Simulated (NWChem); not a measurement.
Atomisation of ozone (O₃)

SMILES: O=[O+][O-]
```xyz
3

O     -1.0889     0.0000    -0.2168
O      0.0000     0.0000     0.4335
O      1.0889     0.0000    -0.2168
```
Charge 0, spin multiplicity 1.

Everything below was run with NWChem. Structure: optimised with PBE/def2-SVP, a minimum by its harmonic frequencies.

Basis set: def2-TZVP. The atomisation energy is electronic alone: no zero-point, thermal, spin-orbit or counterpoise terms. No value is extrapolated to the basis-set limit. Free atoms are single determinants with multiplicities O 3.

B3LYP has NWChem's definition, with VWN1-RPA local correlation. The species is likely to have several important configurations. The stability of the SCF solutions was not checked. Open-shell Hartree-Fock references start from PBE0 orbitals.

**Question.** Order these methods by the atomisation energy they give, lowest first: HF, PBE0, B3LYP, BP86.

**Answer.** HF (-58.7 kcal/mol), PBE0 (138.5 kcal/mol), B3LYP (139.9 kcal/mol), BP86 (182.4 kcal/mol)
